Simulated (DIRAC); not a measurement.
# PBE0/dyall-v2z (X2C-SO, amfi charge 0, uncontracted yes) run of N2

Aim: a point of an energy scan of N2. 

The calculation is run with DIRAC 26.1 (patched).

14 further runs of the same task are left out: 14 set aside as unsound or not needed.

## Step 1: The molecule

The species is N2 (2 atoms), meant as a singlet with charge 0.

Bond lengths: N1–N2 1.102 Å.

## Step 2: A point of an energy scan at PBE0/dyall-v2z (X2C-SO, amfi charge 0, uncontracted yes)

File N2.mol:

```
DIRAC
N2

C   1              A
        7.    2
N1        0.00000000      0.00000000      0.00000000
N2        0.00000000      0.00000000      1.10184074
LARGE BASIS dyall.v2z
FINISH
```

File calc.inp:

```
**DIRAC
.WAVE FUNCTION
**HAMILTONIAN
.X2C
.DFT
PBE0
**INTEGRALS
*READIN
.UNCONTRACT
**WAVE FUNCTION
.SCF
*END OF INPUT
```

The run is started by

```console
$ pam --inp=calc.inp --mol=N2.mol --noarch --mw=122 --aw=276
```

The log of the run:

```text
[...]
It.    1    -42.04141904177      0.00D+00  0.00D+00  0.00D+00               0.00780600s   Atom. scrpot
[...]
It.    9    -109.4982001300      9.95D-13 -8.87D-07  4.77D-08   DIIS   7    0.05800000s   LL
[...]
* Convergence after    9 iterations.
[...]
                                   TOTAL ENERGY
                                   ------------
   Charge of molecule : 0
   Electronic energy                        :    -133.03125928754295
   Other contributions to the total energy
   Nuclear repulsion energy                 :      23.53305915758388
[...]
   Total energy                             :    -109.49820012995907
[...]
  * Closed shell, f = 1.0000
   -14.49476938813  ( 2)       -1.15752724501  ( 2)       -0.44481404335  ( 2)
  * Virtual eigenvalues, f = 0.0000
    -0.02065080958  ( 2)        0.30961674090  ( 2)        0.39988894929  ( 2)        0.40475289108  ( 2)        1.51825016330  ( 2)
     1.74314053899  ( 2)        2.51419702055  ( 2)        2.78683299762  ( 2)        3.31096799143  ( 2)        6.45961496836  ( 2)
[...]
  * Closed shell, f = 1.0000
   -14.49292605025  ( 2)       -0.57366060277  ( 2)       -0.48131080898  ( 2)
  * Virtual eigenvalues, f = 0.0000
     0.20711501035  ( 2)        0.26819990746  ( 2)        0.66808162682  ( 2)        0.90543076269  ( 2)        1.57324943002  ( 2)
     1.65504034400  ( 2)        1.65731898698  ( 2)        3.15543648617  ( 2)        3.96783489551  ( 2)        6.28341213704  ( 2)
[...]
  * Closed shell, f = 1.0000
    -0.48087152996  ( 2)
  * Virtual eigenvalues, f = 0.0000
     0.26832801841  ( 2)        1.57336185487  ( 2)        1.65583090650  ( 2)        1.99991556338  ( 2)        6.28589838161  ( 2)
    24.35422429241  ( 2)      112.87803859520  ( 2)
[...]
* HOMO - LUMO gap:
    E(LUMO) :    -0.02065081 au (symmetry E1g)
  - E(HOMO) :    -0.44481404 au (symmetry E1g)
  ------------------------------------------
    gap     :     0.42416323 au
[...]
```

It took 0.73 s on 1 thread of Intel Xeon 6975P-C (Granite Rapids), shared host.

## Step 3: Summary of results

At PBE0/dyall-v2z (X2C-SO, amfi charge 0, uncontracted yes):

| quantity | value |
| --- | --- |
| total energy | -109.49820 Eh |
| HOMO energy | -12.10 eV |
| LUMO energy | -0.56 eV |
| HOMO–LUMO gap | 11.54 eV |
